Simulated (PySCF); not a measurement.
Species: C5H7N.
Cartesian coordinates in Å at the PBE0-D3(BJ)/def2-SVP level; atoms count from 1:
```xyz
13
C5H7N angstrom
C      2.587   -0.269    0.436
N      1.632   -1.029    0.080
C      0.349   -0.527    0.102
C     -0.835   -1.088   -0.216
C     -1.619    0.158    0.105
C     -0.256    0.817    0.475
H      2.444    0.779    0.763
H      3.616   -0.654    0.424
H     -1.117   -2.081   -0.574
H     -2.142    0.626   -0.745
H     -2.332    0.072    0.942
H      0.035    1.669   -0.161
H     -0.155    1.113    1.532
```

The closed-shell ground state was solved at several levels (PySCF, density fitting, gas phase, non-relativistic).

```tsv
level	basis functions	total energy (Eh)	HOMO (eV)	LUMO (eV)	gap (eV)	dipole (D)
PBE0/pcJ-1	232	-249.1230	-6.85	-1.22	5.63	1.72
B97-2/pcJ-1	232	-249.3364	-6.61	-1.27	5.34	1.70
B3LYP/pcJ-0	99	-248.9912	-6.77	-1.40	5.37	1.75
B3LYP/6-31G*	98	-249.4120	-6.35	-1.04	5.31	1.52
CAM-B3LYP/pcJ-1	232	-249.2829	-8.05	-0.07	7.98	1.73
BHandHLYP/pcJ-1	232	-249.2578	-7.65	-0.08	7.57	1.77
LDA/pcJ-1	232	-247.1800	-5.95	-2.42	3.53	1.74
```

(1) What might HF/pcJ-1 (232 basis functions) give for the same quantities?

(2) Over all these levels, which gives the widest orbital gap and which the narrowest?

(3) In the pcJ-1 basis, how does the gap go with the fixed share of exact exchange?

(4) How far do the dipole and the HOMO energy spread over the levels?

Results:

(1) Total energy -247.7748 Eh, HOMO -8.83 eV, LUMO 2.72 eV, gap 11.55 eV, dipole 1.92 D.

(2) HF/pcJ-1 (Hartree–Fock, all exact exchange) has the widest, 11.55 eV, and LDA/pcJ-1 (LDA) the narrowest, 3.53 eV. The two share the basis. From the narrowest to the widest the HOMO moves by -2.88 eV and the LUMO by +5.14 eV.

(3) LDA (0 %) 3.53 eV; B97-2 (21 %) 5.34 eV; PBE0 (25 %) 5.63 eV; BHandHLYP (50 %) 7.57 eV; HF (100 %) 11.55 eV. Each rise in the share widens the gap here.

(4) The dipole runs from 1.52 to 1.92 D (mean 1.73 D) and the HOMO from -8.83 to -5.95 eV.

One conformer stands for the species.
